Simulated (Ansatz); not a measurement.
`CC(=N)F` + `C=N` → `C=NC(C)=N` + H–F  (substitution at a C–F bond)

Calculated with Ansatz (gas phase, PBE0-D4/def2-TZVP geometries, no zero-point term in ΔE). CCSD(T)/CBS adds triple-zeta CCSD(T) − MP2 to the extrapolated MP2 energy (def2 sets, frozen cores). This one scheme is used for every species. DFT in def2-TZVPP. Each species was taken in one conformer, which may not be the lowest.

`CC(=N)F`:

```xyz
8

C     0.571    0.116   -0.594
C    -0.301    0.160    0.612
N    -1.277   -0.532    0.961
F     0.084    1.145    1.435
H     0.268   -0.681   -1.270
H     0.523    1.074   -1.117
H     1.609   -0.038   -0.292
H    -1.479   -1.244    0.265
```

`C=N`:

```xyz
5

C    -0.079    0.382    0.005
N     0.551   -0.626   -0.415
H    -0.864    0.357    0.770
H     0.159    1.363   -0.411
H     0.234   -1.476    0.052
```

`C=NC(C)=N`:

Cartesian coordinates in Å:
```
C 0.109 1.255 1.371
N -0.472 0.914 0.307
C -0.346 -0.399 -0.174
C 0.423 -0.501 -1.449
N -0.894 -1.413 0.352
H 0.753 0.578 1.945
H -0.025 2.267 1.751
H -0.024 0.145 -2.208
H 1.452 -0.161 -1.302
H 0.423 -1.534 -1.793
H -1.397 -1.151 1.200
```

H–F:

Z-matrix (Å, degrees):
```
F
H 1 0.920
```

| species | r2SCAN-D4 energy (Eh) |
| --- | --- |
| `CC(=N)F` | -233.18759 |
| `C=N` | -94.60865 |
| `C=NC(C)=N` | -227.35371 |
| H–F | -100.44667 |

(1) Work out ΔE.

Largest T1 diagnostic among the species: 0.013.

## Answers

(1) ΔE = (-227.35371) + (-100.44667) − (-233.18759) − (-94.60865) = -0.00414 Eh = -0.11 eV. CCSD(T)/CBS gives -0.24 eV.

The D4 term adds −0.09 eV with B3LYP and −0.05 eV with PBE0; it sums over pairs of atoms, weighted by their polarisabilities, and B3LYP, whose exchange is more repulsive, gets the larger term. In def2-TZVPP, CCSD(T) changes the Hartree–Fock value by −0.22 eV (the triples alone add −0.04 eV) and MP2 by −0.33 eV.

B3LYP here is the variant with VWN-RPA as its local correlation; programs differ in this.
